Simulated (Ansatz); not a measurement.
# A convergence study on BCl2 (SMILES Cl[B]Cl)

The species is BCl2 (3 atoms), meant as a doublet with charge 0. As SMILES, `Cl[B]Cl`. The coordinates come from a PBE0-D4/def2-TZVP relaxation.

```xyz
3

Cl    0.3715   -1.5256    0.0300
B    -0.4639   -0.0503   -0.2569
Cl    0.0815    1.5111    0.2137
```

Program: Ansatz 0.2.0. Method: UMP2. Swept: basis set. Watched: the correlation energy (11 core orbitals frozen). Each run: energy, 11 core orbitals frozen. Hardware: 1 thread of Arm Neoverse V2, shared host.

Deviations are taken from the sweep's last point, which isn't the limit.

```tsv
basis set	basis functions	value (mEh)	from the best (mEh)	wall time
def2-SVP	50	-326.647	+164.720	0.3 s
def2-SVPD	74	-350.210	+141.157	0.7 s
def2-TZVPD	129	-442.826	+48.541	2 s
def2-TZVPPD	139	-449.580	+41.787	2.5 s
def2-QZVPPD	221	-491.367	0.000	8.1 s
```

Over the sweep the value spans 164.720 mEh.
